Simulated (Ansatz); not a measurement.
in.yaml

```yaml
crystal:
  periodic: [false, false, false]
  atoms:
    - {symbol: C, position_ang: [-1.132664, 0.000000, 0.000000]}
    - {symbol: H, position_ang: [-1.495869, 1.027301, 0.000000]}
    - {symbol: H, position_ang: [-1.495869, -0.513650, 0.889668]}
    - {symbol: H, position_ang: [-1.495869, -0.513650, -0.889669]}
    - {symbol: H, position_ang: [0.081336, 0.000000, 0.000000]}
    - {symbol: N, position_ang: [1.288336, 0.000000, 0.000000]}
basis:
  gaussian: {orbitals: 6-31G}
magnetization: {spin_polarized: false, initial_magnetization: 3}
hamiltonian: {xc: {name: PBE0}}
correlation: {method: ccsd_t, electrons: outside_noble_gas, diis_vectors: 2}
scf: {lower_state_search: off}
output: {forces: true}
```

```sh
$ ansatz run in.yaml --threads 1 --pin off --events-out ev --progress --plain --max-ram 2393MiB
```

Log:

```
these checks for a lower state are left out or cut short: starts, cluster_reference, orbital_swaps, neighbouring_geometries, increment
387 factors; integrals over basis functions are off by at most 2.4e-4 eV
mean field evaluation 1: about -2580.5347 eV, gradient 3.0e1 eV
mean field evaluation 2: about -2580.6540 eV, gradient 3.0e1 eV
mean field evaluation 4: about -2582.8277 eV, gradient 6.1e0 eV
mean field evaluation 8: about -2582.9848 eV, gradient 1.5e-1 eV
mean field evaluation 16: about -2582.9850 eV, gradient 1.3e-4 eV
mean field -2582.98495045 eV, -94.9229461189 hartree, gradient 1.5e-6 eV, S^2 3.750000; 0 other end points of the search recorded, 0 dependent functions left out
2 core orbitals not correlated: weight in the atoms' cores, before any rotation towards them, 1.000 or more for the frozen orbitals, at most 0.000 for the correlated occupied ones
reference -2570.48480982 eV, -94.4635744239 hartree; 8, 5 occupied and 16, 19 virtual orbitals, 387 factors
second order -4.01488286 eV of doubles, -0.28132920 eV of singles
cycle   1  -4.72241191 eV  change   -4.2e-1 eV  update   5.1e-2
cycle   2  -4.91659209 eV  change   -1.9e-1 eV  update   1.8e-2
cycle   3  -4.95213978 eV  change   -3.6e-2 eV  update   5.9e-3
cycle   4  -4.95607449 eV  change   -3.9e-3 eV  update   2.1e-3
cycle   5  -4.95580863 eV  change    2.7e-4 eV  update   9.5e-4
cycle   6  -4.95547880 eV  change    3.3e-4 eV  update   4.1e-4
cycle   7  -4.95508177 eV  change    4.0e-4 eV  update   1.8e-4
cycle   8  -4.95490981 eV  change    1.7e-4 eV  update   8.8e-5
cycle   9  -4.95484842 eV  change    6.1e-5 eV  update   3.6e-5
cycle  10  -4.95483434 eV  change    1.4e-5 eV  update   1.8e-5
cycle  11  -4.95482453 eV  change    9.8e-6 eV  update   8.9e-6
cycle  12  -4.95482391 eV  change    6.2e-7 eV  update   4.5e-6
cycle  13  -4.95482284 eV  change    1.1e-6 eV  update   2.5e-6
perturbative correction -0.08221895 eV, -0.0030214907 hartree
the calculation of the forces begins
Total energy: -2575.52185162 eV, -94.6486822956 hartree
Atom 0 at    -1.132664     0.000000     0.000000 Å, force    -0.992618     0.000016    -0.000000 eV/Å
Atom 1 at    -1.495869     1.027301     0.000000 Å, force     0.031231     0.474595    -0.000000 eV/Å
Atom 2 at    -1.495869    -0.513650     0.889668 Å, force     0.031225    -0.237306     0.411022 eV/Å
Atom 3 at    -1.495869    -0.513650    -0.889669 Å, force     0.031225    -0.237306    -0.411022 eV/Å
Atom 4 at     0.081336     0.000000     0.000000 Å, force    -3.482216    -0.000000    -0.000000 eV/Å
Atom 5 at     1.288336     0.000000     0.000000 Å, force     4.381154     0.000000     0.000000 eV/Å
Dipole moment:    -0.171829    -0.000000     0.000000 e Å
Checks for a lower state left out: starts, cluster_reference, orbital_swaps, neighbouring_geometries, increment
```

Forces (eV/Å):
```
C   -0.993  0.000  0.000
H    0.031  0.475  0.000
H    0.031 -0.237  0.411
H    0.031 -0.237 -0.411
H   -3.482  0.000  0.000
N    4.381  0.000  0.000
```

Ran on 1 thread of Arm Neoverse V2, shared host: 2.1 s wall, 0.1 GiB peak host memory.
